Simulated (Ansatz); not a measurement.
A made-up structure of C2H3S (charge +1), closed shell:

C1  (-0.732, 0.278, -0.697)
C2  (0.045, 0.038, 0.292)
S3  (0.904, -0.176, 1.613)
H4  (-0.296, -0.129, 1.282)
H5  (-0.597, 1.172, -1.308)
H6  (1.915, -0.897, 1.056)
(Å)

It is relaxed with PBE-D4/def2-SVP and then PBE0-D4/def2-TZVP (Ansatz 0.2.0). Atoms count as bonded within 1.22 times the sum of their covalent radii (H–H: 0.88 Å). The end point is not checked to be a true minimum.

(1) Does its bonding change? (A judgement: the text doesn't fix the answer.)

Answers

(1) The calculation gives: Yes. Formed: C1–H4; broken: C2–H4, S3–H4.

Where it ends: The first stage lowers the energy by 5.79 eV in 24 steps. It ends as C₂H₃S ([CH2][C][SH]), total charge +1:
```
6
angstrom
C -0.6534 0.3075 -0.1681
C 0.3769 0.1747 0.5816
S 1.6214 0.1603 1.5704
H -1.6364 -0.0219 0.1727
H -0.5643 0.7400 -1.1662
H 2.0952 -1.0745 1.2473
```

Labels in which every atom is bracketed show which atoms are joined, not bond orders.

For scale, one of the runs: PBE0-D4/def2-TZVP relaxation, 117 basis functions, launched by `ansatz run in.yaml --threads 2 --pin off --events-out ev --progress --plain --max-ram 4352MiB`. Hardware: 2 CPU threads of an Intel Xeon, shared host. Wall time about 13 s.
